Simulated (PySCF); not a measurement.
Species: 5-methyl-1,3-cyclopentadiene, C6H8.
Numbering: `[CH3:1][CH:2]1[CH:3]=[CH:4][CH:5]=[CH:6]1` (hydrogens: H7, H8, H9 on C1; H10 on C2; H11 on C3; H12 on C4; H13 on C5; H14 on C6)

The closed-shell SCF was solved with PySCF and density fitting under several settings on one GFN2-xTB geometry (grid level 2 and gas phase unless stated).

```tsv
settings	basis functions	SCF cycles	E (Eh)	HOMO (eV)	LUMO (eV)	dipole (D)
PBE0/pcSseg-1	142	12	-233.0988	-6.33	-0.54	0.52
PBE0/def2-SVPD	184	12	-232.9728	-6.33	-0.60	0.49
PBE0/pcSseg-1, start guess sap, fitting basis def2-qzvpp-jkfit	142	14	-233.0988	-6.33	-0.54	0.52
LDA/6-31G-J	104	14	-231.2299	-5.16	-1.24	0.56
```

Task: Estimate the rows for these settings: (1) PBE0/cc-pVDZ, energy threshold 1e-08 Eh; (2) BHandHLYP/pcJ-1.

Result: 
```tsv
settings	basis functions	SCF cycles	E (Eh)	HOMO (eV)	LUMO (eV)	dipole (D)
PBE0/cc-pVDZ, energy threshold 1e-08 Eh	124	9	-233.1434	-6.16	-0.34	0.49
BHandHLYP/pcJ-1	242	12	-233.2702	-7.14	0.55	0.44
```

Task: Over all rows, what range does the HOMO–LUMO gap span?

Result: From 3.92 eV (LDA/6-31G-J) to 7.69 eV (BHandHLYP/pcJ-1). The functional of the narrowest has no exact exchange, that of the widest 50 % exact exchange.

Task: And the dipole moment?

Result: From 0.44 D (BHandHLYP/pcJ-1) to 0.56 D (LDA/6-31G-J); the largest is 1.27 times the smallest, and the median is 0.51 D.

Task: Compare two rows with the functional PBE0: PBE0/pcSseg-1, start guess sap, fitting basis def2-qzvpp-jkfit and PBE0/def2-SVPD. Which energy is lower, and by how much?

Result: PBE0/pcSseg-1, start guess sap, fitting basis def2-qzvpp-jkfit (142 functions) lies 0.1260 Eh or 79 kcal/mol below PBE0/def2-SVPD (184 functions). The smaller set gives the lower energy; the two sets aren't nested, so the variational bound doesn't order them by size.

Cycle counts include a coarse-grid stage where the run had one.
